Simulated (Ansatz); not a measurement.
C$_{3}$H$_{5}$FS, SMILES `C=C(F)CS`, one more setting.

```yaml
crystal:
  periodic: [false, false, false]
  atoms:
    - {symbol: C, position_ang: [-0.482070, 1.145064, 1.136016]}
    - {symbol: C, position_ang: [0.164578, 0.159598, 0.541206]}
    - {symbol: F, position_ang: [1.409290, -0.162998, 0.936639]}
    - {symbol: C, position_ang: [-0.309983, -0.707469, -0.561200]}
    - {symbol: S, position_ang: [0.616544, -0.480870, -2.110123]}
    - {symbol: H, position_ang: [-0.025187, 1.706769, 1.939490]}
    - {symbol: H, position_ang: [-1.481375, 1.403892, 0.816729]}
    - {symbol: H, position_ang: [-1.345314, -0.465480, -0.798923]}
    - {symbol: H, position_ang: [-0.264036, -1.757907, -0.265495]}
    - {symbol: H, position_ang: [1.800753, -0.891899, -1.631539]}
basis:
  gaussian: {orbitals: "6-31++G**"}
hamiltonian: {xc: {name: SPW92}}
output: {forces: true}
```

```sh
$ ansatz run in.yaml --threads 4 --pin off --events-out ev --progress --plain --max-ram 10444MiB
```

Shortened log:

```
Functional definition: SPW92
1285 factors; their error is unknown
mean field evaluation 1: about -16645.3790 eV, gradient 7.5e1 eV
mean field evaluation 2: about -16617.2791 eV, gradient 1.2e2 eV
mean field evaluation 4: about -16659.1587 eV, gradient 1.5e1 eV
mean field evaluation 8: about -16659.5184 eV, gradient 1.2e-1 eV
mean field evaluation 16: about -16659.4379 eV, gradient 4.9e-4 eV
mean field -16659.43786499 eV, -612.2230493657 hartree, gradient 4.3e-5 eV, S^2 0.000000; 0 other end points of the search recorded, 0 dependent functions left out
reference -16659.43794275 eV, -612.2230522236 hartree; 24, 24 occupied and 105, 105 virtual orbitals, 1285 factors
Total energy: -16659.43794275 eV, -612.2230522236 hartree
Atom 0 at    -0.482070     1.145064     1.136016 Å, force    -0.063695     0.154271     0.133587 eV/Å
Atom 1 at     0.164578     0.159598     0.541206 Å, force    -0.083881    -0.450954    -0.481773 eV/Å
Atom 2 at     1.409290    -0.162998     0.936639 Å, force     0.300477    -0.095862     0.037234 eV/Å
Atom 3 at    -0.309983    -0.707469    -0.561200 Å, force     0.451978     0.339583     0.185254 eV/Å
Atom 4 at     0.616544    -0.480870    -2.110123 Å, force    -0.349157     0.191913    -0.352227 eV/Å
Atom 5 at    -0.025187     1.706769     1.939490 Å, force     0.193089     0.245042     0.349244 eV/Å
Atom 6 at    -1.481375     1.403892     0.816729 Å, force    -0.436562     0.115397    -0.144431 eV/Å
Atom 7 at    -1.345314    -0.465480    -0.798923 Å, force    -0.430525     0.098669    -0.085096 eV/Å
Atom 8 at    -0.264036    -1.757907    -0.265495 Å, force    -0.007374    -0.445895     0.136911 eV/Å
Atom 9 at     1.800753    -0.891899    -1.631539 Å, force     0.425651    -0.152164     0.221296 eV/Å
Dipole moment:    -0.245367    -0.070297     0.159412 e Å
```

Run time 0.9 s (4 threads of a server CPU on a shared host); peak host memory 0.45 GiB.
